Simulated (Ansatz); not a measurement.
# CH₂FNS: small, medium and large basis sets

The task here is to estimate one member of a computed series from the others.

Method: one geometry, several basis sets; program: Ansatz 0.2.0, Gaussian basis.

Levels to be run: PBE0-D4/def2-SVP; ωB97M-V/def2-SVP; PBE0-D4/def2-QZVPP; ωB97M-V/def2-QZVPP; the functionals' def2-TZVPP values are taken from earlier runs.

## The relaxed structure

The geometry comes from an earlier relaxation with PBE0-D4 in a triple-zeta def2 set; it is a stationary point.

SMILES `N=C(F)S`, 6 atoms, charge 0, spin multiplicity 1.

Atoms are counted from 1 here; the program's logs count them from 0.

Bond lengths: N1–C2 1.243 Å, N1–H5 1.013 Å, C2–F3 1.332 Å, C2–S4 1.764 Å, S4–H6 1.341 Å. Angles: C2–N1–H5 113.4°, N1–C2–F3 119.1°, N1–C2–S4 133.8°, F3–C2–S4 107.1°, C2–S4–H6 95.2°.

The first run:

in.yaml reads:

```yaml
crystal:
  periodic: [false, false, false]
  atoms:
    - {symbol: N, position_ang: [0.950880, -0.133578, -0.831106]}
    - {symbol: C, position_ang: [0.296731, -0.460425, 0.174521]}
    - {symbol: F, position_ang: [0.690558, -1.513342, 0.888329]}
    - {symbol: S, position_ang: [-1.148279, 0.183524, 0.953882]}
    - {symbol: H, position_ang: [0.576125, 0.677030, -1.308308]}
    - {symbol: H, position_ang: [-1.323916, 1.182690, 0.076583]}
basis:
  gaussian: {orbitals: def2-SVP}
hamiltonian: {xc: pbe0, dispersion: d4}
output: {orbitals: {seedname: orbitals}}
```

Among the steps run: PBE0-D4 in def2-SVP; ωB97M-V in def2-SVP; PBE0-D4 in def2-QZVPP; ωB97M-V in def2-QZVPP.

One table of the session follows, with a row left open; its other results are not shown here.

It belongs to the step «Functionals by basis». 

| functional | basis | HOMO (eV) | LUMO (eV) |
| --- | --- | --- | --- |
| PBE0-D4 | def2-SVP | -7.86 | -0.01 |
| PBE0-D4 | def2-TZVPP | -7.98 | -0.45 |
| PBE0-D4 | def2-QZVPP | -8.01 | -0.60 |
| ωB97M-V | def2-SVP | -10.00 | 2.03 |
| ωB97M-V | def2-TZVPP | -10.16 | 1.46 |
| ωB97M-V | def2-QZVPP | ? | ? |

**Question.** Estimate the row for ωB97M-V, def2-QZVPP.

**Answer.** HOMO (eV): -10.19; LUMO (eV): 1.08. In the column «HOMO (eV)» it is the lowest.
